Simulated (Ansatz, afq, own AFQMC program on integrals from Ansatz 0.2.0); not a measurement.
Breaking Si2–C1 in CH₄Si, singlet

```xyz
6

C    -0.7161   -0.5302   -0.2566
Si    0.6027    0.4461    0.2158
H    -1.3936   -0.9848    0.4718
H    -0.9377   -0.7407   -1.3067
H     0.9145    0.7397    1.6384
H     1.5302    1.0700   -0.7627
```

Products: SiH2 (singlet, the lower of two spins tried; SiH2) and CH$_{2}$ (triplet), each relaxed with PBE0/def2-SVP like the molecule; electronic energies without zero-point terms. Determinants: RHF, RHF and UHF in that order.

Basis def2-TZVP. Only valence electrons are correlated. Ansatz 0.2.0 and our own AFQMC program on the same integrals; the CISD trial comes from CCSD amplitudes, and released means the phaseless constraint is let go. Uncertainties: one standard error, sampling alone. The errors of all members are added in quadrature.

No full CI on the walks' own integrals is used here; CCSDT(Q) serves as the reference and is uncertain by about the last step of the cluster series. Each member takes its own surest rung, up to full CI.

The best estimate is CCSD(T) at the basis-set limit (CBS: def2-TZVPP and def2-QZVPP, with their diffuse functions for anions and beside diffuse sets, CCSD(T) itself extrapolated) plus the step from CCSD(T) to CCSDT(Q) in def2-TZVP. Rows without CBS are in def2-TZVP; B2PLYP and the wave-function rows carry a basis error of their own. Core correlation and relativity beyond core potentials are missing, and ± holds the sampling alone.

Cautions: CH₄Si (singlet): restricted determinant unstable towards unrestricted (UHF 45 meV lower, ⟨S²⟩ 0.27); SiH₂ (singlet): higher spins were not checked, restricted determinant unstable towards unrestricted (UHF 110 meV lower, ⟨S²⟩ 0.41).

```tsv
level	bond energy (kJ/mol)
PBE	497.1
B2PLYP	484.2
CCSD	455.0
```

(1) From these cheaper values, estimate the bond energy at the level of the best estimate.

(1) 491.3 kJ/mol (best estimate, highest rung CCSDT(Q)).

```csv
level,bond energy (kJ/mol),error against the best estimate (kJ/mol)
HF,317.2,-174.1
MP2,498.3,7.0
CCSD(T),474.1,-17.2
CCSDT,473.2,-18.1
CCSDT(Q),475.0,-16.3
ph-AFQMC/CISD,474.5 ± 0.6,-16.8 ± 0.6
released AFQMC,474.5 ± 0.8,-16.8 ± 0.8
HF/CBS,318.9,-172.4
MP2/CBS,515.0,23.7
CCSD(T)/CBS,490.4,-0.9
PBE0,481.0,-10.3
B3LYP,473.0,-18.3
wB97M-V,481.4,-9.8
```

Correlation beyond CCSD(T) adds 0.9 kJ/mol. Going to the basis-set limit adds 16.3 kJ/mol at CCSD(T). The perturbative (T) step is worth +19.1 kJ/mol. The functionals spread over 24.0 kJ/mol; PBE and B2PLYP come nearest and B3LYP is 18.3 kJ/mol too low.

Best estimates are given only where the step beyond CCSD(T) is under 0.3 eV and no member's determinant is very poor (T1 over 0.05, or 0.07 for open shells, ⟨S²⟩ too high by 0.3, two states mixed), so the hardest cases are missing from such tables.

The functionals ran in a triple-zeta set and keep a basis error of their own, a few kJ/mol for each bond in atomization energies and more for double hybrids, so close places among them and the extrapolated levels can swap.

CCSDT and higher add their correlation energy to the determinant of the CCSD(T) run, since their own runs factorise the integrals more tightly (a shift of under 2 meV). Each member of a difference takes its own highest rung, so a best estimate needn't equal the limit plus the step of one row. A walk keeps the symmetry of its determinant, which the program's search chose and which needn't be the lowest solution, so a lower state of the same spin and another symmetry isn't excluded. Released energies are given only where the last usable release times agree within the noise; a slower fall can still hide under it.
